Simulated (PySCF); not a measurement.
Compound: C₃H₉P.
Bonds: C1–P2, P2–C3, P2–C4. Hydrogens: H5, H6, H7 on C1; H8, H9, H10 on C3; H11, H12, H13 on C4.

The closed-shell ground state was solved at several levels (PySCF, density fitting, gas phase, non-relativistic). Geometry: PBE0-D3(BJ)/def2-TZVP; no solvent, vibrations or thermal averaging.

```
           level  basis functions  total energy (Eh)  HOMO (eV)  LUMO (eV)  gap (eV)  dipole (D)
   PBE0/pcSseg-2              277          -460.8803      -6.34       0.62      6.96        1.29
    KT3/pcSseg-2              277          -465.6837      -5.34      -0.22      5.12        1.18
wB97X-D/pcSseg-2              277          -461.1240      -8.18       2.30     10.48        1.32
```

Question: What might B97-2/pcSseg-2 (277 basis functions) give for the same quantities?

Answer: Total energy -461.1407 Eh, HOMO -6.11 eV, LUMO 0.67 eV, gap 6.78 eV, dipole 1.28 D.

Question: Over all these levels, which gives the widest orbital gap and which the narrowest?

Answer: wB97X-D/pcSseg-2 (range-separated hybrid) has the widest, 10.48 eV, and KT3/pcSseg-2 (GGA) the narrowest, 5.12 eV. From the narrowest to the widest the HOMO moves by -2.84 eV and the LUMO by +2.52 eV.

Question: In the pcSseg-2 basis, how does the gap go with the fixed share of exact exchange?

Answer: KT3 (0 %) 5.12 eV; B97-2 (21 %) 6.78 eV; PBE0 (25 %) 6.96 eV. Each rise in the share widens the gap here.

Question: How far do the dipole and the HOMO energy spread over the levels?

Answer: The dipole runs from 1.18 to 1.32 D (mean 1.27 D) and the HOMO from -8.18 to -5.34 eV.

Note: wB97X-D ran without an empirical dispersion term, which enters the total energy and its gradient alone.
